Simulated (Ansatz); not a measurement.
Complex (SMILES): F (HF) with F (HF), atoms 1 to 2 the first; geometry from A24 set, monomers rigid:
```xyz
4

H      0.0000     0.8027     1.6953
F      0.0000    -0.0460     1.3403
H      0.0000    -0.1204    -0.4908
F      0.0000     0.0098    -1.4042
```

Basis-set convergence of the counterpoise-corrected interaction energy at CCSD(T) with Ansatz (a program for electronic structure). Cartesian d functions, on some or all atoms, in 6-31G*, 6-31G**; all else is spherical. Cores are frozen. No added dispersion term, no relativity. Functions are those of the species that has most. Reference: Hartree-Fock in aug-cc-pVQZ plus the correlation part extrapolated as X^-3 from aug-cc-pVTZ and aug-cc-pVQZ, -4.61 kcal/mol, itself unsure by roughly 0.06 kcal/mol (a third of the extrapolation step and of the last Hartree-Fock step).

```
basis            functions  counterpoise-corrected interaction energy (kcal/mol)
---------------  ---------  ----------------------------------------------------
STO-3G                  12                                                     ?
6-31G*                  34                                                 -4.56
def2-SVP                38                                                 -4.12
pcseg-1                 38                                                 -3.99
6-31G**                 40                                                 -4.50
def2-SVPD               62                                                 -4.00
aug-cc-pVDZ             64                                                 -3.98
pcseg-2                 88                                                 -4.08
jun-cc-pV(T+d)Z        106                                                 -4.15
def2-TZVPPD            114                                                 -4.13
def2-QZVPP             174                                                     ?
def2-QZVPPD            198                                                     ?
aug-pcseg-3            268                                                     ?
```

Problem. Fill in the missing entries.

Solution. 
- STO-3G, counterpoise-corrected interaction energy (kcal/mol): 1.37
- def2-QZVPP, counterpoise-corrected interaction energy (kcal/mol): -4.37
- def2-QZVPPD, counterpoise-corrected interaction energy (kcal/mol): -4.39
- aug-pcseg-3, counterpoise-corrected interaction energy (kcal/mol): -4.47
